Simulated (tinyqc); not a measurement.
Inside a calculation. Method: RKS/BLYP in the sto-6g basis, for BH2+, spin multiplicity 1. One step of it, computed by the program tinyqc.

Task: Iteration 2: DIIS coefficients. Solve [B -1; -1 0][c; lambda] = [0; -1] for the coefficients, which sum to one.

B (overlaps of the stored error matrices):
```
                1               2
1   1.0119828e+00  -1.2232123e+00
2  -1.2232123e+00   1.9500765e+00
```

Give: DIIS coefficients.

Result:

DIIS coefficients: 0.5867  0.4133
